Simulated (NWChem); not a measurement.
# Correlation energy of oxygen (O₂)

```
O
O 1 1.2000
```
Charge 0, spin multiplicity 3.

The numbers come from NWChem runs, not from measurements. Structure: optimised with UB3LYP/def2-SVP, a minimum by its harmonic frequencies.

Basis set: cc-pVTZ. Each correlation energy counts from its own Hartree-Fock reference.

```
method           correlation energy (mHa)
---------------  ------------------------
URI-MP2                            -433.1
UMP2                               -433.0
SCS-UMP2                           -411.0
CCSD on UHF                        -434.9
CCSD[T] on UHF                     -453.4
CCSD(T) on UHF                     -452.4
CCSD on ROHF                       -455.8
CCSD[T] on ROHF                    -475.2
CCSD(T) on ROHF                    -475.2
```

The values span 64.2 mHa, from CCSD(T) on ROHF (lowest) to SCS-UMP2 (highest). 

The correlated methods keep 2 core orbitals frozen. The unpaired electrons of the parent sit in orbitals of symmetry b2g and b3g (D2h labels of the run); other states weren't searched. The stability of the SCF solutions was not checked. Open-shell Hartree-Fock references start from PBE0 orbitals. No row is a measurement; the coupled-cluster row has its own basis-set and correlation limits.
